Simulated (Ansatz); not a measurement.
Calculation: frozen-core CCSD(T)/cc-pVQZ // r2SCAN-D4/def2-TZVP in Ansatz (a first-principles code). The geometry is that of the parent before the electron was removed.

Ansatz 0.2 input:
```yaml
crystal:
  periodic: [false, false, false]
  atoms:
    - { symbol: C, position_ang: [-0.4867, -0.007601, 0.018129] }
    - { symbol: C, position_ang: [0.961029, 0.015011, -0.035795] }
    - { symbol: N, position_ang: [2.113696, 0.033013, -0.078736] }
    - { symbol: H, position_ang: [-0.876593, -0.76976, -0.658645] }
    - { symbol: H, position_ang: [-0.822002, -0.233524, 1.031765] }
    - { symbol: H, position_ang: [-0.88943, 0.962862, -0.276719] }
basis:
  gaussian: { orbitals: cc-pVQZ }
correlation:
  method: ccsd_t
total_charge: 1
magnetization:
  spin_polarized: true
  initial_magnetization: 1
```

Output:

```
Functional definition: HF
1488 factors; integrals over basis functions are off by at most 1.1e-3 eV
mean field evaluation 1: about -3577.1005 eV, gradient 2.3e1 eV
mean field evaluation 2: about -3577.1021 eV, gradient 2.3e1 eV
mean field evaluation 4: about -3580.3121 eV, gradient 3.6e0 eV
mean field evaluation 8: about -3580.5384 eV, gradient 3.2e-1 eV
mean field evaluation 16: about -3580.3102 eV, gradient 3.6e0 eV
mean field evaluation 32: about -3580.5416 eV, gradient 4.3e-4 eV
mean field evaluation 64: about -3580.5416 eV, gradient 3.0e-3 eV
mean field evaluation 96: about -3579.6397 eV, gradient 8.4e0 eV
mean field evaluation 128: about -3579.7538 eV, gradient 8.0e-1 eV
mean field evaluation 160: about -3580.3119 eV, gradient 3.6e0 eV
mean field evaluation 192: about -3579.8016 eV, gradient 8.5e-4 eV
mean field evaluation 224: about -3580.5416 eV, gradient 5.1e-6 eV
mean field -3580.54159282 eV, -131.5824765577 hartree, gradient 2.9e-6 eV, S^2 0.758049; 12 other end points of the search recorded, 0 dependent functions left out
determinant -3580.54159282 eV, -131.5824765577 hartree, with singles and doubles -3594.45671122 eV, -132.0938477272 hartree
determinant -3580.54158033 eV, -131.5824760991 hartree, with singles and doubles -3594.45668441 eV, -132.0938467417 hartree
determinant -3579.80158394 eV, -131.5552817333 hartree, with singles and doubles -3593.77584296 eV, -132.0688262800 hartree
determinant -3580.54159282 eV, -131.5824765577 hartree, with singles and doubles -3594.15399051 eV, -132.0827229462 hartree
determinant -3580.54158033 eV, -131.5824760991 hartree, with singles and doubles -3594.15399201 eV, -132.0827230011 hartree
3 core orbitals not correlated
reference -3580.54159282 eV, -131.5824765577 hartree; 8, 7 occupied and 244, 245 virtual orbitals, 1488 factors
second order -12.86808966 eV of doubles, -0.00000000 eV of singles
cycle   1  -13.61239972 eV  change   -2.0e-6 eV  update   4.2e-6
perturbative correction -0.61047481 eV, -0.0224345353 hartree
Total energy: -3594.76446734 eV, -132.1051575558 hartree
```

Cost: roughly 3 core-hours.
